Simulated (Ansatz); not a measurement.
# AlBH+ (triplet): from Hartree-Fock to the top rungs, def2-TZVPP

The task here is to estimate one member of a computed series from the others.

Computed with Ansatz 0.2.0, Gaussian basis. Level: def2-TZVPP, core rule «outside noble gas», up to 6 orbitals frozen.

Plan: UHF; ROHF; CCSD(T) on UHF.

2 further runs of the same task are left out: 2 set aside as unsound or not needed.

### The geometry

The geometry is a PBE0/def2-TZVP stationary point (not a proven minimum) of the parent state, kept for this charge and spin.

3 atoms, charge 1, spin multiplicity 3.

Atoms are counted from 1 here; the program's logs count them from 0.

Bond lengths: B1–Al2 2.120 Å, B1–H3 1.196 Å. Angles: Al2–B1–H3 167.9°.

The first run:

The input, in.yaml:

```yaml
crystal:
  periodic: [false, false, false]
  atoms:
    - {symbol: B, position_ang: [0.000000, -0.091982, 0.314337]}
    - {symbol: Al, position_ang: [0.000000, -0.033351, -1.805038]}
    - {symbol: H, position_ang: [0.000000, 0.125333, 1.490702]}
basis:
  gaussian: {orbitals: def2-TZVPP}
total_charge: 1
magnetization: {spin_polarized: true, initial_magnetization: 2}
hamiltonian: {xc: hf}
output: {orbitals: {seedname: orbitals}}
```

Launch:

```console
> ansatz run in.yaml --threads 1 --pin off --events-out ev --progress --plain --max-ram 2560MiB --backend cpu
```

Among the steps run: UHF; ROHF; CCSD(T) on UHF.

One of the session's tables, all rows but one given; the rest of the session is left out.

It belongs to the step «Misses and costs». 

| method | from UCCSD(T) (kJ/mol) |
| --- | --- |
| ROHF | +334.7 |
| UHF | +320.5 |
| UMP2 | +76.2 |
| UCCSD | ? |
| UCCSD(T) | 0 |

Q: Estimate the row for UCCSD from the others.

As computed: from UCCSD(T) (kJ/mol): +11.1. In the column «from UCCSD(T) (kJ/mol)» it lies between UCCSD(T) (0) and UMP2 (+76.2).
